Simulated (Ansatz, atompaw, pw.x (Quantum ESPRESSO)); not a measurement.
## What a changed setting does to a pw.x run (bcc Ti)

Potential: PAW, atompaw 4.2.0.5, PBEsol; core [Ar], reference 3d2 4s1 4p1; waves: 4s (bound): rc 2.70 bohr; 4s channel at 2.9 Ry: rc 3.00 bohr; 4p (bound): rc 3.00 bohr; 4p channel at 0.2 Ry: rc 3.00 bohr; 3d (bound): rc 3.00 bohr; 3d channel at -0.1 Ry: rc 2.40 bohr; local part: troulliermartins scheme with l = 3 at 1 Ry, radius 2.30 bohr; core correction: smooth core density matched at 2.15 bohr; augmentation: sinc compensation charge, radius 2.75 bohr; PAW radius 3.00 bohr; waves and projectors: custom rrkj gramschmidtortho.

The reference run (k-mesh 14³, cutoffs 40/400 Ry, Fermi–Dirac 0.01 Ry, mixing_beta 0.4, conv_thr 1e-9, no spin) gives 1.06 GPa at 16.644 Å³/atom, where all-electron LAPW gives 0.09 GPa. This run, with its own iteration cap, changes degauss to 0.02.

```
&control
  calculation='scf', prefix='x', pseudo_dir='./', outdir='./tmp', tstress=.true., disk_io='none'
/
&system
  ibrav=0, nat=1, ntyp=1, ecutwfc=40, ecutrho=400, nbnd=9,
  occupations='smearing', smearing='fd', degauss=0.02
/
&electrons
  conv_thr=1e-09, mixing_beta=0.4, electron_maxstep=50
/
ATOMIC_SPECIES
Ti 1.0 Ti.UPF
CELL_PARAMETERS angstrom
  -1.60841916 1.60841916 1.60841916
  1.60841916 -1.60841916 1.60841916
  1.60841916 1.60841916 -1.60841916
ATOMIC_POSITIONS crystal
Ti 0.0000 0.0000 0.0000
K_POINTS automatic
14 14 14 0 0 0
```

```bash
pw.x < Ti.scf.in > Ti.scf.out
```

Question: How does the run end?

Answer: It converges in 7 iterations; the free energy moves by -183.5 meV/atom and the pressure by +1.79 GPa. In a metal, with Fermi–Dirac smearing, F lies below its zero-width value by a term in the square of the width.

```
Message from routine setup:
     using ibrav=0 with symmetry is DISCOURAGED, use correct ibrav instead
     lattice parameter (alat)  =       5.2645  a.u.
     unit-cell volume          =     112.3193 (a.u.)^3
     number of electrons       =         4.00
     number of Kohn-Sham states=            9
     kinetic-energy cutoff     =      40.0000  Ry
     charge density cutoff     =     400.0000  Ry
     scf convergence threshold =      1.0E-09
     Exchange-correlation= SLA PW PSX PSC
     number of k points=   104  Fermi-Dirac smearing, width (Ry)=  0.0200
     iteration #  1     ecut=    40.00 Ry     beta= 0.40
     total energy              =     -85.65821846 Ry
     estimated scf accuracy    <       0.02741962 Ry
     iteration #  2     ecut=    40.00 Ry     beta= 0.40
     total energy              =     -85.66409434 Ry
     estimated scf accuracy    <       0.00160131 Ry
     iteration #  3     ecut=    40.00 Ry     beta= 0.40
     total energy              =     -85.66537287 Ry
     estimated scf accuracy    <       0.00015037 Ry
     iteration #  4     ecut=    40.00 Ry     beta= 0.40
     c_bands:  1 eigenvalues not converged
     c_bands:  1 eigenvalues not converged
     total energy              =     -85.66549081 Ry
     estimated scf accuracy    <       0.00000526 Ry
     iteration #  5     ecut=    40.00 Ry     beta= 0.40
     total energy              =     -85.66550753 Ry
     estimated scf accuracy    <       0.00000638 Ry
     iteration #  6     ecut=    40.00 Ry     beta= 0.40
     total energy              =     -85.66550898 Ry
     estimated scf accuracy    <       0.00000003 Ry
     iteration #  7     ecut=    40.00 Ry     beta= 0.40
     the Fermi energy is     8.7869 ev
!    total energy              =     -85.66550908 Ry
     estimated scf accuracy    <          3.8E-10 Ry
     smearing contrib. (-TS)   =      -0.03349442 Ry
     The total energy is F=E-TS. E is the sum of the following terms:
     one-electron contribution =       5.95610452 Ry
     hartree contribution      =       0.11449704 Ry
     xc contribution           =      -4.32155065 Ry
     ewald contribution        =      -9.57859471 Ry
     one-center paw contrib.   =     -77.80247087 Ry
     convergence has been achieved in   7 iterations
          total   stress  (Ry/bohr**3)                   (kbar)     P=       28.58
     Message from routine punch:
     Nothing written, as per user request (disk_io='none')
```

The run took about 7.8 s on one core of a shared host (Intel(R) Xeon(R) 6975P-C, 192 threads, 744 GiB, load 54).
